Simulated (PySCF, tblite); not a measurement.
# N2H+: deprotonation, part 1 of 2

Wanted: deprotonation for N2H+ (`N#[NH+]`).

Programs: tblite 0.8.0 and PySCF 2.14.0, with routines of our own; each step states its level. All values are computed. Atoms count from 0.

## Step 1: The starting structure

3 atoms, charge 1, multiplicity 1; geometry from: start built from the parent or by distance geometry.

## Step 2: Optimising the geometry with GFN2-xTB

Job settings and geometry (Å):

```
{"job": {"kind": "relax", "xc": "GFN2-xTB", "basis": "xTB"}, "charge": 1, "multiplicity": 1}
N      1.085300     0.208900    -0.005300
N     -0.051100     0.104500    -0.023000
H     -1.011300    -0.008000     0.003200
```

The run is started by

```
OMP_NUM_THREADS=1 python redox_run.py task.json out
```

This one command runs all jobs of the session in turn.

What it wrote:

```text
step      E/eV     max force
  0    -155.98520   10.440
  1    -150.71961   72.623
  2    -156.23796    4.714
  3    -156.29249    2.828
  4    -156.32020    0.483
  5    -156.32091    0.078
  6    -156.32105    0.073
  7    -156.32137    0.064
  8    -156.32139    0.021
  9    -156.32140    0.001
```

It took 0.02 s on 1 thread of Arm Neoverse V1, shared host.

Along the way: (the energy doesn't fall at every step)

| step | energy from step 0 (eV) | largest force (eV/Å) |
| --- | --- | --- |
| 0 | 0.0000 | 10.4397 |
| 1 | 5.2656 | 72.6234 |
| 2 | -0.2528 | 4.7139 |
| 3 | -0.3073 | 2.8281 |
| 4 | -0.3350 | 0.4830 |
| 5 | -0.3357 | 0.0781 |
| 6 | -0.3359 | 0.0725 |
| 7 | -0.3362 | 0.0635 |
| 8 | -0.3362 | 0.0211 |
| 9 | -0.3362 | 0.0010 |

Distances of close pairs at the start and the end, largest changes first:

| bond | before (Å) | after (Å) | change (Å) |
| --- | --- | --- | --- |
| N1–H2 | 0.967 | 1.031 | +0.064 |
| N0–N1 | 1.141 | 1.080 | -0.061 |

The end geometry stands in the next job.

## Step 3: Harmonic vibrations with GFN2-xTB

Job settings and geometry (Å):

```
{"job": {"kind": "ir", "xc": "GFN2-xTB", "basis": "xTB"}, "charge": 1, "multiplicity": 1}
N      1.065678     0.211332    -0.012862
N     -0.008782     0.100062    -0.008277
H     -1.033935    -0.006063    -0.003968
```

What it wrote:

```text
mode    cm-1     km/mol
  1     768.7    168.59
  2     768.8    168.50
  3    2407.5     20.54
  4    3186.3    292.07
ZPE 42.655  H(298)-E 51.793  G(298)-E -8.315 kJ/mol  S 201.60 J/(mol K)
```

It took 0.05 s on 1 thread of Arm Neoverse V1, shared host.

The strongest bands and the atoms that carry them (share of the mass-weighted mode):

| cm⁻¹ | km/mol | atoms |
| --- | --- | --- |
| 769 | 168.6 | H2 75 %, N1 21 % |
| 769 | 168.5 | H2 75 %, N1 21 % |
| 2408 | 20.5 | N0 49 %, N1 35 %, H2 16 % |
| 3186 | 292.1 | H2 80 %, N1 17 % |

## Step 4: Geometry optimisation at PBE0-D3(BJ)/ma-def2-SVP

Job settings and geometry (Å):

```
{"job": {"xc": "PBE0", "basis": "ma-def2-SVP", "d3": "d3bj", "grid": 1, "kind": "geom"}, "charge": 1, "multiplicity": 1}
N      1.065678     0.211332    -0.012862
N     -0.008782     0.100062    -0.008277
H     -1.033935    -0.006063    -0.003968
```

What it wrote:

```text
step   0  E = -109.51481567  max force = 0.042501
step   1  E = -109.51544600  max force = 0.003116
step   2  E = -109.51545054  max force = 0.000190
optimisation converged
```

Wall time 1.1 s (1 thread of Arm Neoverse V1, shared host).

Step by step:

| step | energy from step 0 (eV) | largest force component (eV/Å) |
| --- | --- | --- |
| 0 | 0.0000 | 2.1855 |
| 1 | -0.0172 | 0.1602 |
| 2 | -0.0173 | 0.0098 |

Distances of close pairs at the start and the end, largest changes first:

| bond | before (Å) | after (Å) | change (Å) |
| --- | --- | --- | --- |
| N1–H2 | 1.031 | 1.045 | +0.014 |
| N0–N1 | 1.080 | 1.093 | +0.013 |

The next job starts from the end point, and lists it.

| at the end point | value |
| --- | --- |
| point group (found at 0.08 Å tolerance) | Cinfv |
| rotational constants (GHz, main isotopes) | 46.689, 46.689 |

## Step 5: Harmonic vibrations (N2H+): PBE0-D3(BJ)/ma-def2-SVP

Job settings and geometry (Å):

```
{"job": {"xc": "PBE0", "basis": "ma-def2-SVP", "d3": "d3bj", "grid": 2, "kind": "hessian"}, "charge": 1, "multiplicity": 1}
N      1.079366     0.212542    -0.013098
N     -0.007670     0.100125    -0.008281
H     -1.046651    -0.007304    -0.003704
```

What it wrote:

```text
coarse grid: 2744 points
cycle   1  E = -109.4645741976  dE =  6.640e-01  |g| = 3.901e-01  |ddm| = 2.023e+00
cycle   2  E = -109.4536252395  dE =  1.095e-02  |g| = 5.326e-01  |ddm| = 6.371e-01
cycle   3  E = -109.4992667074  dE = -4.564e-02  |g| = 2.201e-01  |ddm| = 4.112e-01
cycle   4  E = -109.5084927743  dE = -9.226e-03  |g| = 3.396e-02  |ddm| = 2.149e-01
cycle   5  E = -109.5087455636  dE = -2.528e-04  |g| = 2.327e-03  |ddm| = 3.184e-02
cycle   6  E = -109.5087468310  dE = -1.267e-06  |g| = 1.428e-04  |ddm| = 2.804e-03
final grid: 27360 points
cycle   7  E = -109.5154530383  dE = -4.891e-06  |g| = 2.257e-03  |ddm| = 1.466e-02
cycle   8  E = -109.5154526894  dE =  3.488e-07  |g| = 2.729e-03  |ddm| = 4.906e-03
cycle   9  E = -109.5154539009  dE = -1.211e-06  |g| = 1.434e-03  |ddm| = 2.694e-03
cycle  10  E = -109.5154542954  dE = -3.945e-07  |g| = 3.185e-05  |ddm| = 8.167e-04
cycle  11  E = -109.5154542956  dE = -1.850e-10  |g| = 5.765e-06  |ddm| = 3.191e-05
cycle  12  E = -109.5154542956  dE = -5.656e-12  |g| = 4.565e-07  |ddm| = 5.738e-06
converged SCF energy = -109.5154542956

mode    cm-1
  1     759.7
  2     759.7
  3    2449.3
  4    3413.2
ZPE 44.154  H(298)-E 53.307  G(298)-E -6.880 kJ/mol  S 201.87 J/(mol K)
```

Run time: 4.9 s. Hardware: 1 thread of Arm Neoverse V1, shared host.

Zero-point energy 44.15 kJ/mol (xTB gave 42.66).

## Step 6: Single point (N2H+): wB97X-D3(BJ)/ma-def2-TZVP

Geometry: PBE0-D3(BJ)/ma-def2-SVP.

Job settings and geometry (Å):

```
{"job": {"kind": "sp", "xc": "wB97X", "basis": "ma-def2-TZVP", "d3": "d3bj", "grid": 2}, "charge": 1, "multiplicity": 1}
N      1.079366     0.212542    -0.013098
N     -0.007670     0.100125    -0.008281
H     -1.046651    -0.007304    -0.003704
```

What it wrote:

```text
coarse grid: 2744 points
cycle   1  E = -109.7417582753  dE =  6.276e-01  |g| = 4.855e-01  |ddm| = 1.427e+00
cycle   2  E = -109.7690111582  dE = -2.725e-02  |g| = 4.653e-01  |ddm| = 4.436e-01
cycle   3  E = -109.8003567006  dE = -3.135e-02  |g| = 1.536e-01  |ddm| = 2.285e-01
cycle   4  E = -109.8042392631  dE = -3.883e-03  |g| = 3.429e-02  |ddm| = 8.613e-02
cycle   5  E = -109.8044602010  dE = -2.209e-04  |g| = 2.204e-03  |ddm| = 3.069e-02
cycle   6  E = -109.8044617040  dE = -1.503e-06  |g| = 3.632e-04  |ddm| = 5.487e-03
final grid: 27360 points
cycle   7  E = -109.7964786217  dE = -1.212e-05  |g| = 9.198e-04  |ddm| = 3.182e-02
cycle   8  E = -109.7964788152  dE = -1.935e-07  |g| = 2.712e-04  |ddm| = 1.986e-03
cycle   9  E = -109.7964788247  dE = -9.412e-09  |g| = 2.148e-04  |ddm| = 3.193e-04
cycle  10  E = -109.7964788320  dE = -7.382e-09  |g| = 1.014e-04  |ddm| = 1.129e-04
cycle  11  E = -109.7964788339  dE = -1.845e-09  |g| = 8.264e-06  |ddm| = 5.716e-05
converged SCF energy = -109.7964788339
```

It took 0.59 s on 1 thread of Arm Neoverse V1, shared host.

## Step 7: Geometry optimisation with GFN2-xTB

This step treats N2, `N#N`.

Job settings and geometry (Å):

```
{"job": {"kind": "relax", "xc": "GFN2-xTB", "basis": "xTB"}, "charge": 0, "multiplicity": 1}
N      1.095600     0.206400    -0.018400
N     -0.018400     0.108800    -0.031300
```

What it wrote:

```text
step      E/eV     max force
  0    -156.81517    2.857
  1    -156.50580   11.908
  2    -156.84325    0.653
  3    -156.84461    0.140
  4    -156.84467    0.002
```

It took 0.01 s on 1 thread of Arm Neoverse V1, shared host.

Along the way: (the energy doesn't fall at every step)

| step | energy from step 0 (eV) | largest force (eV/Å) |
| --- | --- | --- |
| 0 | 0.0000 | 2.8571 |
| 1 | 0.3094 | 11.9083 |
| 2 | -0.0281 | 0.6525 |
| 3 | -0.0294 | 0.1395 |
| 4 | -0.0295 | 0.0020 |

The bond:

| bond | before (Å) | after (Å) | change (Å) |
| --- | --- | --- | --- |
| N0–N1 | 1.118 | 1.098 | -0.020 |

The final coordinates are the input of the step that follows.

## Step 8: Infrared spectrum with GFN2-xTB

Job settings and geometry (Å):

```
{"job": {"kind": "ir", "xc": "GFN2-xTB", "basis": "xTB"}, "charge": 0, "multiplicity": 1}
N      1.085574     0.205545    -0.018496
N     -0.008364     0.109659    -0.031180
```

What it wrote:

```text
mode    cm-1     km/mol
  1    2438.3      0.00
ZPE 14.584  H(298)-E 23.261  G(298)-E -33.855 kJ/mol  S 191.57 J/(mol K)
```

It took 0.05 s on 1 thread of Arm Neoverse V1, shared host.

Which atoms move in the most intense modes:

| cm⁻¹ | km/mol | atoms |
| --- | --- | --- |
| 2438 | 0.0 | N1 50 %, N0 50 % |

## Step 9: Optimising the geometry at PBE0-D3(BJ)/ma-def2-SVP

This step treats N₂, `N#N`.

Job settings and geometry (Å):

```
{"job": {"xc": "PBE0", "basis": "ma-def2-SVP", "d3": "d3bj", "grid": 1, "kind": "geom"}, "charge": 0, "multiplicity": 1}
N      1.085574     0.205545    -0.018496
N     -0.008364     0.109659    -0.031180
```

What it wrote:

```text
step   0  E = -109.31915738  max force = 0.001475
step   1  E = -109.31915838  max force = 0.000069
optimisation converged
```

Wall time 0.39 s (1 thread of Arm Neoverse V1, shared host).

Along the way:

| step | energy from step 0 (eV) | largest force component (eV/Å) |
| --- | --- | --- |
| 0 | 0.0000 | 0.0758 |
| 1 | 0.0000 | 0.0035 |

The bond:

| bond | before (Å) | after (Å) | change (Å) |
| --- | --- | --- | --- |
| N0–N1 | 1.098 | 1.098 | -0.000 |

The next job starts from the end point, and lists it.

| at the end point | value |
| --- | --- |
| point group (found at 0.08 Å tolerance) | Dinfh |
| rotational constants (GHz, main isotopes) | 59.897, 59.897 |
| dipole moment (D) | 0.00 |

## Step 10: Harmonic vibrations (N2): PBE0-D3(BJ)/ma-def2-SVP

Job settings and geometry (Å):

```
{"job": {"xc": "PBE0", "basis": "ma-def2-SVP", "d3": "d3bj", "grid": 2, "kind": "hessian"}, "charge": 0, "multiplicity": 1}
N     -0.008462     0.138760     0.015560
N      1.085673     0.176444    -0.065238
```

What it wrote:

```text
coarse grid: 2128 points
cycle   1  E = -109.3086238502  dE =  1.280e-01  |g| = 1.077e-01  |ddm| = 1.787e+00
cycle   2  E = -109.3105321764  dE = -1.908e-03  |g| = 6.271e-02  |ddm| = 2.012e-01
cycle   3  E = -109.3114901791  dE = -9.580e-04  |g| = 2.838e-03  |ddm| = 7.005e-02
cycle   4  E = -109.3114924592  dE = -2.280e-06  |g| = 4.939e-04  |ddm| = 3.157e-03
final grid: 21984 points
cycle   5  E = -109.3191625458  dE = -2.314e-06  |g| = 1.896e-03  |ddm| = 1.131e-02
cycle   6  E = -109.3191631132  dE = -5.674e-07  |g| = 1.217e-03  |ddm| = 3.278e-03
cycle   7  E = -109.3191634917  dE = -3.785e-07  |g| = 1.694e-05  |ddm| = 1.300e-03
cycle   8  E = -109.3191634917  dE = -4.917e-11  |g| = 1.302e-06  |ddm| = 2.359e-05
converged SCF energy = -109.3191634917

mode    cm-1
  1    2522.5
ZPE 15.088  H(298)-E 23.765  G(298)-E -33.349 kJ/mol  S 191.56 J/(mol K)
```

It took 1.6 s on 1 thread of Arm Neoverse V1, shared host.

Zero-point energy 15.09 kJ/mol (xTB gave 14.58).

## Step 11: Single point (N₂): wB97X-D3(BJ)/ma-def2-TZVP

Geometry: PBE0-D3(BJ)/ma-def2-SVP.

Job settings and geometry (Å):

```
{"job": {"kind": "sp", "xc": "wB97X", "basis": "ma-def2-TZVP", "d3": "d3bj", "grid": 2}, "charge": 0, "multiplicity": 1}
N     -0.008462     0.138760     0.015560
N      1.085673     0.176444    -0.065238
```

What it wrote:

```text
coarse grid: 2128 points
cycle   1  E = -109.6007528176  dE =  4.223e-02  |g| = 1.688e-01  |ddm| = 1.278e+00
cycle   2  E = -109.6063830897  dE = -5.630e-03  |g| = 7.129e-02  |ddm| = 1.305e-01
cycle   3  E = -109.6071922198  dE = -8.091e-04  |g| = 6.154e-03  |ddm| = 4.850e-02
cycle   4  E = -109.6072051073  dE = -1.289e-05  |g| = 1.029e-03  |ddm| = 1.346e-02
cycle   5  E = -109.6072055823  dE = -4.751e-07  |g| = 2.343e-04  |ddm| = 3.971e-03
final grid: 21984 points
cycle   6  E = -109.6001068219  dE = -7.540e-06  |g| = 7.394e-04  |ddm| = 1.500e-02
cycle   7  E = -109.6001069291  dE = -1.072e-07  |g| = 1.566e-04  |ddm| = 1.576e-03
cycle   8  E = -109.6001069348  dE = -5.691e-09  |g| = 5.138e-05  |ddm| = 2.659e-04
converged SCF energy = -109.6001069348
```

Run time: 0.33 s. Hardware: 1 thread of Arm Neoverse V1, shared host.

## Step 12: Deprotonation: wB97X-D3(BJ)/ma-def2-TZVP

This step combines the energies above: geometries from PBE0-D3(BJ)/ma-def2-SVP, zero-point and thermal terms from PBE0-D3(BJ)/ma-def2-SVP.

Job settings and geometry (Å):

```
{"job": {"kind": "ac", "geom": {"xc": "PBE0", "basis": "ma-def2-SVP", "d3": "d3bj", "grid": 1}, "hess": 1, "level": {"xc": "wB97X", "basis": "ma-def2-TZVP", "d3": "d3bj"}}, "charge": 1, "multiplicity": 1}
N      1.079366     0.212542    -0.013098
N     -0.007670     0.100125    -0.008281
H     -1.046651    -0.007304    -0.003704
```

Output (the driver's rows laid out field by field):

```text
deprotonation site by site, wB97X-D3(BJ)/ma-def2-TZVP // PBE0-D3(BJ)/ma-def2-SVP

row 1
  formula                 N2
  charge                  0
  multiplicity            1
  smiles                  N#N
  kept                    yes
  pieces                  1
  point_group             Dinfh
  atom                    1
  element                 N
  electronic              515.57
  enthalpy                492.23
  free_energy             462.82
  share_gas               1.0
```

Wall time 9.4 s (1 thread of Arm Neoverse V1, shared host).

Energy needed to remove a proton (kJ/mol, gas phase, 298 K for the thermal columns):

| site | product | electronic | enthalpy | free energy |
| --- | --- | --- | --- | --- |
| N1 | N#N | 515.6 | 492.2 | 462.8 |

(Continued in part 2 of 2.)
